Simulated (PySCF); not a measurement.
# Silicon: a sound run and one with changed settings

Sound run: Si [Ne] 3s2 3p2, Si⁺ [Ne] 3s2 3p1. Calculation: PySCF 2.14, in def2-SVP (4s3p1d, 18 functions); the non-relativistic Hamiltonian (point nucleus). In the sound run the correlated levels freeze [Ne]. The sound run starts from symmetry-adapted Hartree-Fock orbitals and uses a fine grid where one is needed.

Changed run: basis STO-3G. This setting is unsound on purpose.

```
species   method  sound run (hartree)  changed run (hartree)  converged
     Si      UHF           -288.75313             -285.46622        yes
     Si    B3LYP           -289.29368             -285.94207        yes
     Si      PBE           -289.12416             -285.77128        yes
     Si      MP2           -288.79662             -285.47352        yes
     Si  CCSD(T)           -288.81556             -285.47963        yes
    Si⁺      UHF           -288.47217             -285.32969        yes
    Si⁺    B3LYP           -288.99596             -285.77878        yes
    Si⁺      PBE           -288.82371             -285.60658        yes
    Si⁺      MP2           -288.50739             -285.34477        yes
    Si⁺  CCSD(T)           -288.52584             -285.35653        yes
```

Ionisation energy of Si:

| method | sound run (eV) | changed run (eV) |
| --- | --- | --- |
| UHF | 7.645 | 3.715 |
| B3LYP | 8.101 | 4.443 |
| PBE | 8.176 | 4.482 |
| MP2 | 7.870 | 3.503 |
| SCS-MP2 | 7.803 | 3.461 |
| CCSD | 7.875 | 3.350 |
| CCSD(T) | 7.884 | 3.350 |

A minimal basis cannot let orbitals breathe on ionisation and holds almost no correlation.

For comparison, NIST gives 8.152 eV between the lowest levels.
